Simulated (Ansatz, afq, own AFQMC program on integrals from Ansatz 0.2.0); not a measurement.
CuCl, triplet → CuCl, singlet

```xyz
2

Cu    0.0000    0.0000    0.0000
Cl    0.0000    0.0000    2.1406
```

E(singlet, charge +0) − E(triplet, charge +0) at this geometry, on UHF and RHF determinants.

Basis def2-TZVP. Only valence electrons are correlated. AFQMC by an in-house program on the Cholesky factors that Ansatz 0.2.0 writes for its CCSD(T) run. The CISD trial takes its coefficients from CCSD amplitudes. Released means that phaseless walkers are propagated on without the constraint, phases kept. Error bars are statistical, one sigma. The metal's outer-core s and p shells are frozen, which shifts wave-function levels against functionals. The errors of all members are added in quadrature.

No full CI on the walks' own integrals is used here; CCSDT(Q) serves as the reference and is uncertain by about the last step of the cluster series. Each member takes its own surest rung, up to full CI.

Errors are counted within def2-TZVP, not against nature.

Cautions: no relativity below Rb; outer-core shells of the metal frozen; CuCl (triplet): another spin lies lower, its ph-AFQMC/CISD value lies 34 ± 7 meV above CCSDT(Q); CuCl (singlet): the released energies get too noisy after the second time (errors over twice the walk's own, or jumping), so no released level is given (meV from the phaseless value at times in 1/Eh: -13 ± 8 at 0.24, -15 ± 12 at 0.50, -22 ± 22 at 1.00), its ph-AFQMC/CISD value lies 16 ± 7 meV below CCSDT(Q).

```json
{"level": "CCSD", "vertical spin gap (kJ/mol)": "-218.6"}
{"level": "MP2", "vertical spin gap (kJ/mol)": "-324.5"}
```

Problem. From these cheaper values, estimate the vertical spin gap at the reference level in def2-TZVP.

Solution. -228.2 kJ/mol (CCSDT(Q) in def2-TZVP).

```json
{"level": "HF", "vertical spin gap (kJ/mol)": "-48.6", "error against CCSDT(Q) (kJ/mol)": "179.7"}
{"level": "CCSD(T)", "vertical spin gap (kJ/mol)": "-231.2", "error against CCSDT(Q) (kJ/mol)": "-2.9"}
{"level": "CCSDT", "vertical spin gap (kJ/mol)": "-229.0", "error against CCSDT(Q) (kJ/mol)": "-0.7"}
{"level": "ph-AFQMC/CISD", "vertical spin gap (kJ/mol)": "-233.1 ± 0.9", "error against CCSDT(Q) (kJ/mol)": "-4.9 ± 0.9"}
```

Correlation beyond CCSD(T) adds 2.9 kJ/mol. The perturbative (T) step is worth −12.5 kJ/mol.

A walk keeps the symmetry of its determinant, which the program's search chose and which needn't be the lowest solution, so a lower state of the same spin and another symmetry isn't excluded.
